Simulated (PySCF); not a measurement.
## Static response to an electric field

3-butynoic acid, C₄H₄O₂.
Cartesian coordinates in Å at the PBE0-D3(BJ)/def2-SVP level; atoms count from 1:
```xyz
10
C4H4O2 angstrom
C      2.151   -0.483    0.856
C      1.233    0.052    0.278
C      0.146    0.703   -0.435
C     -1.180   -0.035   -0.459
O     -1.969    0.049   -1.360
O     -1.397   -0.748    0.646
H      2.962   -0.960    1.374
H      0.417    0.898   -1.483
H     -0.059    1.690    0.018
H     -2.270   -1.157    0.543
```

Level: B3LYP/def2-SVPD (PySCF), static field, nuclei fixed, core orbitals frozen in the response. The polarisability tensor in these axes (au):

```
x   65.56 -3.35 11.82
y   -3.35 45.67 -7.48
z   11.82 -7.48 51.22
```

Question: What are the eigenvalues, a third of the trace, and Δα (Δα² = ½Σ(αi − αj)² over the three pairs)?

Answer: Principal values 39.58, 49.07 and 73.80 au; mean 54.15 au = 8.02 Å³ = 8.93 × 10⁻⁴⁰ C²·m²/J; Δα = 30.60 au (57 % of the mean).

Question: What is the dipole moment, and where does it point?

Answer: (0.56, -0.07, 1.25) D, 1.38 D in size, pointing from the negative to the positive side. Measured along this direction, the outermost atoms are O5 at the negative end and H7 at the positive end.

Question: Find the Langevin capture rate constant for NO+ (29.998 u) meeting this molecule (84.021 u), k = 2.342 × 10⁻⁹ cm³/s × √(α in Å³ / reduced mass in u).

Answer: The reduced mass is 22.11 u, so k = 1.41 × 10⁻⁹ cm³/s. The formula leaves out the permanent dipole, which adds to the capture rate.

Question: What depolarisation ratio follows for Rayleigh scattering of linearly polarised light, taking the static tensor?

Answer: ρ = 3Δα²/(45ᾱ² + 4Δα²) = 2808.7/(131942 + 3744.9) = 0.0207.

Question: What would n − 1 = 2πNα be for an ideal gas of these molecules at 400 K and 1 atm, electronic part alone?

Answer: N = p/kT = 1.8347 × 10¹⁹ cm⁻³, so n − 1 = 2π × N × 8.02 × 10⁻²⁴ cm³ = 925 × 10⁻⁶ at long wavelengths, for an ideal gas.

Question: Form Σ f/ω² (atomic units) for the 10 lowest TDDFT singlets, given as eV and f, and set it beside the mean polarisability, which is this sum over all singlets: 5.71, 0.0016; 6.30, 0.0032; 6.59, 0.0042; 6.62, 0.0017; 6.78, 0.0010; 6.84, 0.0074; 6.87, 0.0010; 7.09, 0.0074; 7.60, 0.0912; 7.77, 0.0228.

Answer: They add up to 1.90 au, 3.5 % of the 54.15 au; the largest single term is 1.17 au, from the state at 7.60 eV. Terms in order: 0.04, 0.06, 0.07, 0.03, 0.02, 0.12, 0.02, 0.11, 1.17, 0.28 au. Higher excitations give the rest. The strengths listed sum to 0.141.

Geometry: PBE0-D3(BJ)/def2-SVP, one conformer, isolated molecule.
